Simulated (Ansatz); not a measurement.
# CH₃BN radical (SMILES [BH]C=N): functionals against CCSD(T) at one geometry

An exercise on one series of results from a longer session: the logs are not shown, and one member is left open.

Program: Ansatz 0.2.0, Gaussian basis. Level of theory: single points in def2-TZVPP. These are calculated values, not measurements.

Cores are frozen in the correlated methods. Orbitals are unrestricted.

### Starting geometry

SMILES `[BH]C=N`, 6 atoms, charge 0, spin multiplicity 2.

Atoms are counted from 1 here; the program's logs count them from 0.

Bond lengths: B1–C2 1.442 Å, B1–H4 1.106 Å, C2–N3 1.254 Å, C2–H5 1.159 Å, N3–H6 1.074 Å. Angles: C2–B1–H4 169.5°, B1–C2–N3 141.1°, B1–C2–H5 94.8°, N3–C2–H5 123.1°, C2–N3–H6 114.1°.

As a file:

```xyz
6
charge 0, multiplicity 2
B    -1.0979    0.1430   -0.6522
C     0.1293   -0.0634    0.0772
N     0.5465   -0.3935    1.2128
H    -1.9176    0.3564   -1.3640
H     0.8047    0.4278   -0.7264
H     1.6060   -0.2753    1.3412
```

Set-up of the first run:

The input, run/in.yaml:

```yaml
crystal:
  periodic: [false, false, false]
  atoms:
    - {symbol: B, position_ang: [-1.097900, 0.143000, -0.652200]}
    - {symbol: C, position_ang: [0.129300, -0.063400, 0.077200]}
    - {symbol: N, position_ang: [0.546500, -0.393500, 1.212800]}
    - {symbol: H, position_ang: [-1.917600, 0.356400, -1.364000]}
    - {symbol: H, position_ang: [0.804700, 0.427800, -0.726400]}
    - {symbol: H, position_ang: [1.606000, -0.275300, 1.341200]}
basis:
  gaussian: {orbitals: def2-TZVPP}
magnetization: {spin_polarized: true, initial_magnetization: 1}
correlation: {method: ccsd_t}
scf: {omitted_lower_state_checks: [cluster_reference]}
output: {forces: true}
```

The command line of these runs was not kept.

Among the steps run: CCSD(T)/def2-TZVPP; PBE0-D4/def2-TZVPP; wB97M-V/def2-TZVPP; r2SCAN-D4/def2-TZVPP; PBE-D4/def2-TZVPP; LC-wPBE/def2-TZVPP; revPBE-D4/def2-TZVPP.

One table of the session follows, with a row left open; its other results are not shown here.

```
   method  RMS force component (eV/Å)  angle to CCSD(T) forces (°)  dipole (D)
  CCSD(T)                       1.606                    reference        2.11
  PBE0-D4                       1.504                          8.6        2.16
  wB97M-V                       1.529                          6.3        2.24
r2SCAN-D4                           ?                            ?           ?
   PBE-D4                       1.515                          9.0        2.02
  LC-wPBE                       1.504                          9.5        2.32
revPBE-D4                       1.543                          7.5        2.00
```

**Question.** Estimate the row for r2SCAN-D4.

**Answer.** RMS force component (eV/Å): 1.499; angle to CCSD(T) forces (°): 8.0; dipole (D): 2.07. In the column «RMS force component (eV/Å)» it is the lowest.

Limits of these values: The unrestricted reference is spin-contaminated, which hurts MP2 most.
